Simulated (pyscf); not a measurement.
PySCF, gas phase, ωB97X-D3(BJ)/def2-SVP geometries.

**Question.** What is the homolytic dissociation enthalpy (298 K, ωB97M-D3(BJ)/def2-TZVP) of the F–Hf bond of H₂N–Hf(NH₂)(NH₂)–F, to [H₂N–Hf(NH₂)–NH₂]• + F•?

**Answer.** F–Hf to [H₂N–Hf(NH₂)–NH₂]• + F•: 670.9 kJ/mol. The 7 functionals that were run give +652.5 (PBE0-D3(BJ)) to +684.8 kJ/mol (ωB97X-D3(BJ)/def2-TZVP). The radicals are drawn with the spin at the cut bond; how far it spreads was not checked. Other isomers of [H₂N–Hf(NH₂)–NH₂]• were not searched in full and may lie lower. Left out: the spin-orbit lowering of F. Open-shell species with a d-block atom are single-reference here; other states, and whether the spin sits on metal or ligand, were not checked. Elements past Kr carry the def2 core potentials, without spin-orbit coupling.
